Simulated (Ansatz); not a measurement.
The input, for Ansatz 0.2.0:

```yaml
crystal:
  periodic: [false, false, false]
  atoms:
    - {symbol: Si, position_ang: [0.084376, 0.005225, 2.095802]}
    - {symbol: Al, position_ang: [-0.080498, 0.013599, -0.246408]}
    - {symbol: H, position_ang: [-0.003878, -0.018825, -1.849394]}
basis:
  gaussian: {orbitals: 6-31G}
magnetization: {spin_polarized: true, initial_magnetization: 0}
correlation: {method: bccd, electrons: outside_noble_gas}
accuracy: high
scf: {lower_state_search: off}
output: {forces: true}
```

```sh
$ ansatz run in.yaml --threads 1 --pin off --events-out ev --progress --plain --max-ram 2393MiB
```

Q: Roughly how long does this take on 1 thread of INTEL XEON PLATINUM 8581C, shared host, and how much host memory?

A: 3.2 s wall and 0.11 GiB.

```
these checks for a lower state are left out or cut short: starts, cluster_reference, orbital_swaps, neighbouring_geometries, increment
572 factors; integrals over basis functions are off by at most 2.8e-9 eV
mean field evaluation 1: about -14455.5658 eV, gradient 4.8e0 eV
mean field evaluation 2: about -14455.5680 eV, gradient 4.8e0 eV
mean field evaluation 4: about -14455.9184 eV, gradient 6.0e-1 eV
mean field evaluation 8: about -14455.9300 eV, gradient 8.2e-3 eV
mean field evaluation 16: about -14456.0494 eV, gradient 7.5e-1 eV
mean field evaluation 32: about -14456.6375 eV, gradient 5.7e-2 eV
mean field evaluation 64: about -14456.6376 eV, gradient 1.3e-2 eV
mean field -14456.63771288 eV, -531.2716368873 hartree, gradient 1.4e-8 eV, S^2 1.001481; 3 other end points of the search recorded, 0 dependent functions left out
10 core orbitals not correlated: weight in the atoms' cores, before any rotation towards them, 1.000 or more for the frozen orbitals, at most 0.000 for the correlated occupied ones
reference -14456.63771288 eV, -531.2716368873 hartree; 4, 4 occupied and 14, 14 virtual orbitals, 572 factors
second order -1.74115601 eV of doubles, -0.00000000 eV of singles
cycle   1  -2.14073151 eV  change   -4.0e-1 eV  update   8.5e-2
cycle   2  -2.33403495 eV  change   -1.9e-1 eV  update   4.1e-2
cycle   3  -2.38045110 eV  change   -4.6e-2 eV  update   2.4e-2
...
cycle  32  -2.43856334 eV  change   -2.1e-9 eV  update   6.0e-9
cycle  33  -2.43856334 eV  change  -7.5e-10 eV  update   3.1e-9
cycle  34  -2.43856334 eV  change   9.7e-10 eV  update   2.0e-9
cycle  35  -2.43856334 eV  change    1.3e-9 eV  update   1.5e-9
cycle  36  -2.43856334 eV  change   7.0e-10 eV  update   1.2e-9
cycle  37  -2.43856334 eV  change    1.1e-9 eV  update  8.8e-10
cycle  38  -2.43856334 eV  change   8.8e-10 eV  update  5.8e-10
cycle  39  -2.43856334 eV  change   7.8e-10 eV  update  3.7e-10
cycle  40  -2.43856334 eV  change   3.4e-10 eV  update  2.0e-10
the calculation of the forces begins
mean field evaluation 96: about -14456.6377 eV, gradient 1.4e-8 eV
Total energy: -14459.07627622 eV, -531.3612524370 hartree
Atom 0 at     0.084376     0.005225     2.095802 Å, force     0.061295    -0.001411     1.031373 eV/Å
Atom 1 at    -0.080498     0.013599    -0.246408 Å, force    -0.062871     0.005741    -0.652789 eV/Å
Atom 2 at    -0.003878    -0.018825    -1.849394 Å, force     0.001576    -0.004331    -0.378584 eV/Å
Dipole moment:    -0.032737     0.002757    -0.361812 e Å
Checks for a lower state left out: starts, cluster_reference, orbital_swaps, neighbouring_geometries, increment
```

Forces (eV/Å):
```
Si   0.061 -0.001  1.031
Al  -0.063  0.006 -0.653
H    0.002 -0.004 -0.379
```
